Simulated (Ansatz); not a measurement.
System: formaldehyde, CH₂O, charge 0, multiplicity 1. SMILES: C=O
Geometry: optimised at B3LYP-D3(BJ)/def2-TZVP (Ansatz, an electronic-structure program).

Atomisation energy built up term by term with Ansatz (kcal/mol; UHF references for open shells; valence terms freeze the core; atomic spin-orbit terms are left out). CBS marks a two-point X^-3 extrapolation of the correlation energy; Hartree-Fock from the larger set.

```
term                                            basis  kcal/mol
-----------------------  ----------------------------  --------
Hartree-Fock                              def2-QZVPPD    257.71
CCSD correlation         CBS(def2-TZVPPD,def2-QZVPPD)    107.45
(T)                      CBS(def2-TZVPPD,def2-QZVPPD)      7.99
CCSDT - CCSD(T)                               cc-pVDZ      0.03
(Q)                                           cc-pVDZ      0.58
core correlation                            cc-pwCVTZ      1.32
scalar relativity (X2C)    cc-pVTZ-DK against cc-pVTZ     -0.34
sum: De                                                   374.8
```

(T) makes 2.1 % of the CCSD(T) atomisation energy; under 5 % is typical of single-reference molecules.
